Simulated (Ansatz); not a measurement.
Coupled-cluster diagnostics for MgS2 (the lowest singlet isomer of a short search), Ansatz.

Geometry of the singlet (PBE-D4/def2-TZVP):

| atom | x (Å) | y (Å) | z (Å) |
| --- | --- | --- | --- |
| Mg1 | -0.691 | -0.081 | 1.089 |
| S2 | 1.269 | 0.337 | 0.063 |
| S3 | -0.578 | -0.257 | -1.152 |

Correlated methods freeze 11 core orbitals; core or outer-core shells of Mg are correlated, in sets that lack core-valence functions. In CCSD on the charge 0 quintet the largest single amplitude is 0.46, so its Hartree–Fock determinant may place the open shell otherwise than the density functionals do. The geometry of the singlet was relaxed on an unsound state (an occupied level 0.07 eV above an empty one). The structure comes from a short search, and lower isomers may exist.

Geometry of the charge 0 triplet (PBE-D4/def2-TZVP):

```xyz
3

Mg   -0.1504   -0.5154    1.3955
S     1.0424    0.5039   -0.5026
S    -0.8920    0.0115   -0.8929
```

Geometry of the charge 0 quintet (PBE-D4/def2-TZVP):

```xyz
3

Mg   -1.353    0.447   -0.392
S     0.190   -0.904    1.097
S     1.163    0.457   -0.705
```

Estimate the CCSD(T) correlation energy, the shares of MP2 and (T), T1 and the reference's ⟨S²⟩ for: charge 0, singlet, own geometry in def2-TZVPP; charge 0, singlet, own geometry in def2-TZVPD; charge 0, triplet, own geometry in def2-TZVPP; charge 0, quintet, own geometry in def2-TZVPP; charge 1, doublet, vertical in def2-TZVPP; charge -1, doublet, vertical in def2-TZVPD; and the rough time on 4 threads of Intel Xeon Platinum 8259CL on a shared host.


```json
{"state": "charge 0, singlet, own geometry", "basis": "def2-TZVPP", "correlation (eV)": "-16.055", "MP2 share (%)": "90.5", "(T) share (%)": "4.2", "T1": "0.015", "⟨S²⟩ (pure)": "0.00 (0.00)", "wall time": "2.2 s", "remarks": "–"}
{"state": "charge 0, singlet, own geometry", "basis": "def2-TZVPD", "correlation (eV)": "-16.042", "MP2 share (%)": "90.3", "(T) share (%)": "4.3", "T1": "0.015", "⟨S²⟩ (pure)": "0.00 (0.00)", "wall time": "3.1 s", "remarks": "–"}
{"state": "charge 0, triplet, own geometry", "basis": "def2-TZVPP", "correlation (eV)": "-15.344", "MP2 share (%)": "90.1", "(T) share (%)": "4.1", "T1": "0.015", "⟨S²⟩ (pure)": "2.03 (2.00)", "wall time": "6 s", "remarks": "–"}
{"state": "charge 0, quintet, own geometry", "basis": "def2-TZVPP", "correlation (eV)": "-14.255", "MP2 share (%)": "88.5", "(T) share (%)": "3.4", "T1": "0.078", "⟨S²⟩ (pure)": "6.03 (6.00)", "wall time": "7.5 s", "remarks": "large T1 (0.078)"}
{"state": "charge 1, doublet, vertical", "basis": "def2-TZVPP", "correlation (eV)": "-15.397", "MP2 share (%)": "88.7", "(T) share (%)": "4.5", "T1": "0.039", "⟨S²⟩ (pure)": "0.79 (0.75)", "wall time": "6.5 s", "remarks": "–"}
{"state": "charge -1, doublet, vertical", "basis": "def2-TZVPD", "correlation (eV)": "-16.128", "MP2 share (%)": "90.3", "(T) share (%)": "4.2", "T1": "0.014", "⟨S²⟩ (pure)": "0.75 (0.75)", "wall time": "9.5 s", "remarks": "–"}
```
Customary marks for T1 are 0.02 (closed shells), 0.045 (open shells) and about 0.05 (3d metals). T1 exceeds 0.02 in 2 of 6 rows and 0.045 in 1; the higher it lies, the less the single-reference result can be trusted.
